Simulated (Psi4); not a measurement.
**AlNH3O (SMILES [NH2][Al][OH]) at U-r2SCAN/cc-pVDZ (density fitting with cc-pvqz-jkfit, sweep point 5)**

What is the vertical ionisation energy of AlNH3O at U-r2SCAN/cc-pVDZ (density fitting with cc-pvqz-jkfit, sweep point 5)? Input form: a Python script.

The results are computed with Psi4 1.11.

3 further runs of the same task are left out: 3 that didn't finish.

## 1. The system as given

AlNH3O: 6 atoms, total charge 0, spin state doublet. As SMILES, `[NH2][Al][OH]`. Geometry: relaxed at PBE0-D4/def2-TZVP. This is one conformer, not always the lowest.

Bond lengths: N1–Al2 1.769 Å, Al2–O3 1.705 Å, N1–H4 1.009 Å, N1–H5 1.006 Å, O3–H6 0.956 Å. Angles: N1–Al2–O3 116.1°, Al2–N1–H4 124.1°, Al2–N1–H5 125.0°, Al2–O3–H6 122.8°, H4–N1–H5 110.9°.

## 2. The energy at U-r2SCAN/cc-pVDZ (density fitting with cc-pvqz-jkfit, sweep point 5)

File job.py:

```python
import psi4

psi4.set_memory('1600 MB')
psi4.set_num_threads(1)
psi4.set_output_file('output.dat', False)

mol = psi4.geometry("""
0 2
N     -0.923900     0.240200    -0.760800
Al     0.595200     0.601300     0.070700
O      1.194100    -0.618500     1.101200
H     -1.434300    -0.623600    -0.657200
H     -1.394700     0.861600    -1.396800
H      2.005700    -0.525100     1.596800
units angstrom
symmetry c1
""")

psi4.set_options({
    'basis': 'cc-pVDZ',
    'reference': 'uks',
    'puream': True,
    'scf_type': 'df',
    'dft_radial_points': 99,
    'dft_spherical_points': 590,
    'df_basis_scf': 'cc-pvqz-jkfit',
    'maxiter': 150,
})

result, w = psi4.energy("R2SCAN", return_wfn=True)
print(f'total energy {result:.8f} hartree = {result * 27.211386:.5f} eV')
```

Command:

```
$ python job.py
```

output.dat, cut to the lines that bear on the results:

```text
[...]
  Running in c1 symmetry.
[...]
  Nuclear repulsion =   93.731213434316217
[...]
  Multiplicity = 2
[...]
  Nalpha       = 16
  Nbeta        = 15
[...]
    Number of basis functions: 61
[...]
   @DF-UKS iter   1:  -373.63770892087319   -1.22653e-01   1.82898e-02 DIIS/ADIIS
[...]
   @DF-UKS iter  10:  -374.16139177075996   -2.38101e-08   7.39707e-07 DIIS
[...]
   @S^2 Observed:                7.536933747E-01
[...]
    Orbital Energies [Eh]
    ---------------------
    Alpha Occupied:
       1A    -55.769571     2A    -18.943350     3A    -14.138276
       4A     -4.065607     5A     -2.605746     6A     -2.604611
       7A     -2.600926     8A     -0.929472     9A     -0.785000
      10A     -0.459228    11A     -0.434920    12A     -0.373608
      13A     -0.307404    14A     -0.277856    15A     -0.219471
      16A     -0.175054
    Alpha Virtual:
      17A     -0.024890    18A      0.030869    19A      0.050363
      20A      0.123763    21A      0.144433    22A      0.146479
      23A      0.201305    24A      0.235840    25A      0.296383
[...]
  @DF-UKS Final Energy:  -374.16139177075996
   => Energetics <=
    Nuclear Repulsion Energy =             93.7312134343162171
    One-Electron Energy =                -703.9521240496944756
    Two-Electron Energy =                 271.3444927246128486
    DFT Exchange-Correlation Energy =     -35.2849738799946024
    Empirical Dispersion Energy =           0.0000000000000000
    VV10 Nonlocal Energy =                  0.0000000000000000
    Total Energy =                       -374.1613917707599626
[...]
 Multipole Moments:
 ------------------------------------------------------------------------------------
     Multipole            Electronic (a.u.)      Nuclear  (a.u.)        Total (a.u.)
 ------------------------------------------------------------------------------------
 L = 1.  Multiply by 2.5417464519 to convert [e a0] to [Debye]
 Dipole X            :          1.9843952           -1.9880953           -0.0037001
 Dipole Y            :          1.3416371           -1.1262401            0.2153970
 Dipole Z            :          0.6374356           -0.7510462           -0.1136106
 Magnitude           :                                                    0.2435507
[...]
```

On the terminal:

```text
total energy -374.16139177 hartree = -10181.45006 eV
```

It took 35 s on 1 thread of Intel Xeon Platinum 8375C at 2.90GHz (Ice Lake), shared host; peak memory 0.9 GiB.

## 3. The singlet cation, same level

File job.py:

```python
import psi4

psi4.set_memory(1600000000)
psi4.set_num_threads(1)
psi4.core.set_output_file('psi4.out', False)

geom = psi4.geometry("""
1 1
N     -0.923900     0.240200    -0.760800
Al     0.595200     0.601300     0.070700
O      1.194100    -0.618500     1.101200
H     -1.434300    -0.623600    -0.657200
H     -1.394700     0.861600    -1.396800
H      2.005700    -0.525100     1.596800
units angstrom
symmetry c1
""")

psi4.set_options({
    'basis': 'cc-pVDZ',
    'reference': 'rks',
    'puream': True,
    'scf_type': 'df',
    'dft_radial_points': 99,
    'dft_spherical_points': 590,
    'df_basis_scf': 'cc-pvqz-jkfit',
})

e, wfn = psi4.energy("R2SCAN", molecule=geom, return_wfn=True)
print(f'total energy {e:.8f} hartree = {e * 27.211386:.5f} eV')
```

Command:

```
$ python job.py
```

psi4.out, cut to the lines that bear on the results:

```text
[...]
  Running in c1 symmetry.
[...]
  Nuclear repulsion =   93.731213434316217
[...]
  Multiplicity = 1
[...]
  Nalpha       = 15
  Nbeta        = 15
[...]
    Number of basis functions: 61
[...]
   @DF-RKS iter   1:  -373.36692442516289    1.48132e-01   1.75237e-02 ADIIS/DIIS
[...]
   @DF-RKS iter  10:  -373.87017438699456   -3.25065e-09   1.12996e-07 DIIS
[...]
    Orbital Energies [Eh]
    ---------------------
    Doubly Occupied:
       1A    -56.093648     2A    -19.200210     3A    -14.370429
       4A     -4.382885     5A     -2.923374     6A     -2.921141
       7A     -2.915334     8A     -1.173374     9A     -1.005252
      10A     -0.696855    11A     -0.650212    12A     -0.604339
      13A     -0.548485    14A     -0.515987    15A     -0.441948
[...]
  @DF-RKS Final Energy:  -373.87017438699456
   => Energetics <=
    Nuclear Repulsion Energy =             93.7312134343162171
    One-Electron Energy =                -695.8274854692649569
    Two-Electron Energy =                 263.2023179225133163
    DFT Exchange-Correlation Energy =     -34.9762202745592106
    Empirical Dispersion Energy =           0.0000000000000000
    VV10 Nonlocal Energy =                  0.0000000000000000
    Total Energy =                       -373.8701743869945631
[...]
 Multipole Moments:
 ------------------------------------------------------------------------------------
     Multipole            Electronic (a.u.)      Nuclear  (a.u.)        Total (a.u.)
 ------------------------------------------------------------------------------------
 L = 1.  Multiply by 2.5417464519 to convert [e a0] to [Debye]
 Dipole X            :          2.6790454           -1.9880953            0.6909501
 Dipole Y            :          2.6538151           -1.1262401            1.5275750
 Dipole Z            :          0.4259626           -0.7510462           -0.3250836
 Magnitude           :                                                    1.7077988
[...]
```

Standard output:

```text
total energy -373.87017439 hartree = -10173.52563 eV
```

Wall time 24 s (1 thread of Intel Xeon Platinum 8375C at 2.90GHz (Ice Lake), shared host); peak memory 0.9 GiB.

## 4. Outcome

Level: U-r2SCAN/cc-pVDZ (density fitting with cc-pvqz-jkfit, sweep point 5).

```
                                          quantity          value
                      doublet AlNH3O: total energy  -374.16139 Eh
                     doublet AlNH3O: dipole moment         0.62 D
doublet AlNH3O: HOMO energy (highest over α and β)       -4.76 eV
 doublet AlNH3O: LUMO energy (lowest over α and β)       -2.42 eV
                              doublet AlNH3O: ⟨S²⟩          0.754
                      singlet cation: total energy  -373.87017 Eh
                       singlet cation: HOMO energy      -12.03 eV
                       singlet cation: LUMO energy      -10.48 eV
                     singlet cation: HOMO–LUMO gap        1.55 eV
vertical ionisation energy (to the singlet cation)       7.924 eV
```

**Reading.** Removing an electron at fixed nuclei costs 7.92 eV (765 kJ/mol). Only the singlet of the ionised species was computed; a triplet could lie lower.
